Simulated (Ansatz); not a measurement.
The same path of H + H4Si (6 atoms, charge 0, multiplicity 2) was run 3 times with different band settings. Lost on the way: Si1–H2. Made: H2–H6.

Level of theory: UKS PBE0-D4/def2-SVP in Ansatz 0.2.0.

Relaxed end points:

```xyz
6
Properties=species:S:1:pos:R:3
Si 0.000 0.000 -0.244
H 0.000 0.000 1.249
H 1.407 0.000 -0.744
H -0.703 1.218 -0.745
H -0.703 -1.218 -0.745
H 0.000 0.000 4.150
```

```xyz
6
Properties=species:S:1:pos:R:3
Si 0.001 0.000 -0.531
H 0.000 0.000 2.812
H 1.425 0.000 -0.979
H -0.712 1.234 -0.978
H -0.712 -1.234 -0.978
H 0.000 0.000 3.575
```

Common settings: spring 5.0 eV/Å²; optimiser quadratic models (default); force threshold 0.03 eV/Å; iteration limit 60; end points relaxed.

| run | movable images | climbing image | start path |
| --- | --- | --- | --- |
| 1 | 7 | yes | through a guess of the saddle point |
| 2 | 2 | no | through a guess of the saddle point |
| 3 | 7 | yes | straight line |

Question: What does each run give, and how far can it be trusted?

Answer: Run 1: converged after 6 iterations, highest image 0.086 eV above the first end. A vibrational analysis at the climbing image gives one clearly imaginary mode, 651i cm⁻¹: a first-order saddle point.
Run 2: converged after 4 iterations, highest image 0.036 eV above the first end. No image climbed, so the highest image needn't sit at the top of the path. So few images can step over the top or miss a turn of the path.
Run 3: converged after 16 iterations, highest image 0.086 eV above the first end. Another band between the same ends (7 images) ends at a top of the same energy, where a vibrational analysis finds 1 clearly imaginary mode.
